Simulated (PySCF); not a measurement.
How the method moves the gas-phase deprotonation enthalpies of cyanic acid

Structure: `N#CO` (CHNO). Atom numbers as in the mapped SMILES `[N:1]#[C:2][OH:3]`.

All levels share the PBE0-D3(BJ)/ma-def2-SVP structures and the PBE0-D3(BJ)/ma-def2-SVP thermal terms; only the single-point energies (PySCF) change. Values are gas-phase deprotonation enthalpies (298 K, kJ/mol).

```jsonl
{"level": "LDA/ma-def2-TZVP", "O3": "1276", "abs. error": "47.3", "time": "4.2 s"}
{"level": "PBE0-D3(BJ)/6-31+G*", "O3": "1296", "abs. error": "28.0", "time": "1.1 s"}
{"level": "BLYP-D3(BJ)/ma-def2-TZVP", "O3": "1301", "abs. error": "22.2", "time": "4.8 s"}
{"level": "PBE-D3(BJ)/ma-def2-TZVP", "O3": "1303", "abs. error": "21.0", "time": "5 s"}
{"level": "BP86-D3(BJ)/ma-def2-TZVP", "O3": "1305", "abs. error": "18.9", "time": "4.6 s"}
{"level": "CAM-B3LYP-D3(BJ)/ma-def2-TZVP", "O3": "1306", "abs. error": "17.8", "time": "2.4 s"}
{"level": "r2SCAN-D3(BJ)/ma-def2-TZVP (grid 3)", "O3": "1306", "abs. error": "17.6", "time": "7.5 s"}
{"level": "PBE0-D3(BJ)/ma-def2-SVP", "O3": "1307", "abs. error": "16.5", "time": "1 s"}
{"level": "PBE0-D3(BJ)/aug-pcseg-1", "O3": "1307", "abs. error": "16.0", "time": "1.3 s"}
{"level": "ωB97M-D3(BJ)/ma-def2-TZVP (grid 3)", "O3": "1310", "abs. error": "13.9", "time": "4.7 s"}
{"level": "B3LYP-D3(BJ)/ma-def2-TZVP", "O3": "1311", "abs. error": "12.9", "time": "2.1 s"}
{"level": "PBE0-D3(BJ)/6-311+G**", "O3": "1312", "abs. error": "11.2", "time": "1.3 s"}
{"level": "HSE06/ma-def2-TZVP", "O3": "1313", "abs. error": "10.5", "time": "5.5 s"}
{"level": "TPSS-D3(BJ)/ma-def2-TZVP (grid 3)", "O3": "1313", "abs. error": "10.4", "time": "7 s"}
{"level": "PBE0-D3(BJ)/aug-cc-pVDZ", "O3": "1314", "abs. error": "10.0", "time": "1.4 s"}
{"level": "M06-2X/ma-def2-TZVP (grid 3)", "O3": "1314", "abs. error": "9.8", "time": "5 s"}
{"level": "PBE0-D3(BJ)/ma-def2-TZVP", "O3": "1315", "abs. error": "8.5", "time": "–"}
{"level": "TPSSh-D3(BJ)/ma-def2-TZVP (grid 3)", "O3": "1317", "abs. error": "6.7", "time": "4.8 s"}
{"level": "M06/ma-def2-TZVP (grid 3)", "O3": "1317", "abs. error": "6.5", "time": "4.6 s"}
{"level": "PBE0-D3(BJ)/6-311++G(2d,2p)", "O3": "1317", "abs. error": "6.2", "time": "1.6 s"}
{"level": "PBE0-D3(BJ)/def2-TZVPD", "O3": "1319", "abs. error": "4.8", "time": "2.4 s"}
{"level": "LC-ωPBE/ma-def2-TZVP", "O3": "1319", "abs. error": "4.6", "time": "4.8 s"}
{"level": "PBE0-D3(BJ)/jun-cc-pV(T+d)Z", "O3": "1319", "abs. error": "4.4", "time": "2.5 s"}
{"level": "PBE0-D3(BJ)/aug-cc-pVTZ", "O3": "1319", "abs. error": "4.0", "time": "3.4 s"}
{"level": "BHandHLYP/ma-def2-TZVP", "O3": "1320", "abs. error": "3.9", "time": "1.9 s"}
{"level": "ωB97X-D3(BJ)/ma-def2-TZVP", "O3": "1320", "abs. error": "3.9", "time": "2.4 s"}
{"level": "PBE0-D3(BJ)/def2-SVPD", "O3": "1321", "abs. error": "2.9", "time": "1.2 s"}
{"level": "M06-L/ma-def2-TZVP (grid 3)", "O3": "1321", "abs. error": "2.6", "time": "7.7 s"}
{"level": "B97-2/ma-def2-TZVP", "O3": "1323", "abs. error": "0.2", "time": "1.9 s"}
{"level": "PBE0-D3(BJ)/pcseg-2", "O3": "1324", "abs. error": "0.1", "time": "1.8 s"}
{"level": "PBE0-D3(BJ)/def2-QZVP", "O3": "1324", "abs. error": "0.3", "time": "4.6 s"}
{"level": "OPBE/ma-def2-TZVP", "O3": "1325", "abs. error": "1.6", "time": "4.8 s"}
{"level": "PBE0-D3(BJ)/pcseg-1", "O3": "1325", "abs. error": "1.9", "time": "0.88 s"}
{"level": "PBE0-D3(BJ)/def2-TZVP", "O3": "1326", "abs. error": "2.9", "time": "1.8 s"}
{"level": "PBE0-D3(BJ)/def2-TZVPP", "O3": "1331", "abs. error": "7.0", "time": "2 s"}
{"level": "PBE0-D3(BJ)/def2-SV(P)", "O3": "1333", "abs. error": "9.2", "time": "0.88 s"}
{"level": "HF/ma-def2-TZVP", "O3": "1334", "abs. error": "10.9", "time": "0.73 s"}
{"level": "PBE0-D3(BJ)/6-31G", "O3": "1341", "abs. error": "17.6", "time": "0.77 s"}
{"level": "PBE0-D3(BJ)/cc-pVTZ", "O3": "1342", "abs. error": "18.0", "time": "1.9 s"}
{"level": "PBE0-D3(BJ)/6-31G*", "O3": "1352", "abs. error": "28.7", "time": "0.89 s"}
{"level": "PBE0-D3(BJ)/def2-SVP", "O3": "1361", "abs. error": "37.7", "time": "0.85 s"}
{"level": "PBE0-D3(BJ)/cc-pVDZ", "O3": "1367", "abs. error": "43.8", "time": "0.95 s"}
{"level": "ATcT 1.112", "O3": "1324", "abs. error": "", "time": ""}
```

Times are wall times for all single points of a level on 1 thread of Arm Neoverse V1, a shared host; the dash marks the run that also made the structures. BLYP, BP86, HSE06, LC-ωPBE, LDA, M06-L, OPBE, PBE, TPSS, r2SCAN ran on a slower path of this set-up, which computes the density-fitting integrals anew in every SCF cycle while the other levels store them. So the times needn't show the usual order of cost, and those levels read slower than they are.

Hartree-Fock leaves out electron correlation, so its deprotonation energies can be off by tens of kJ/mol.

The spread: 91 kJ/mol, from 1276 to 1367.

Bases without diffuse functions serve anions poorly.
